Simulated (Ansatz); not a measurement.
## [AlH2···H···BH2], doublet: reading a ladder of total energies

Geometry: a point of a hydrogen-transfer path between rigid fragments, not a stationary point.

```xyz
7

Al   -1.0976    0.0000    0.0000
H    -1.8905    1.3734    0.0000
H    -1.8905   -1.3734    0.0000
H     1.0494    0.0000    0.0000
B     2.4434    0.0000    0.0000
H     2.9525    0.0000    1.0770
H     2.9525    0.0000   -1.0770
```

Basis cc-pVDZ; Ansatz 0.2.0. Only valence electrons are correlated (noble-gas cores frozen), which leaves 11 electrons in 51 orbitals. R marks a restricted (for open shells ROHF) determinant, U an unrestricted one.

Full CI isn't at hand for all of this; UCCSDT(Q) serves as the reference, and is uncertain by about the last step of the cluster series.

Runs differ by some tens of microhartree through their thresholds and, for an open shell, their frozen cores, so steps under 0.03 kcal/mol mean nothing.

```tsv
level	total energy (hartree)
UHF	-269.378605
UMP2	-269.533757
UCCSD	-269.578566
UCCSD(T)	-269.582018
UCCSDT	-269.583021
UCCSDT(Q)	-269.583122
```

**Question.** What is the correlation energy at UCCSDT(Q), and what share of it do UMP2 and UCCSDT recover?

**Answer.** E(corr) = -269.583122 − (-269.378605) = -0.204517 hartree = -5.565 eV. UMP2: -0.155152 / -0.204517 = 75.86 %. UCCSDT: -0.204416 / -0.204517 = 99.95 %.

**Question.** By how many kcal/mol does UCCSD(T) miss UCCSDT(Q) (1 hartree = 627.509 kcal/mol), and which steps make up the rest?

**Answer.** -269.582018 − (-269.583122) = 0.001104 hartree = 0.69 kcal/mol. Steps: UCCSDT − UCCSD(T) = -0.63, UCCSDT(Q) − UCCSDT = -0.06 kcal/mol. That is within 1 kcal/mol of the reference in this basis, which itself misses far more of the correlation at the basis-set limit.
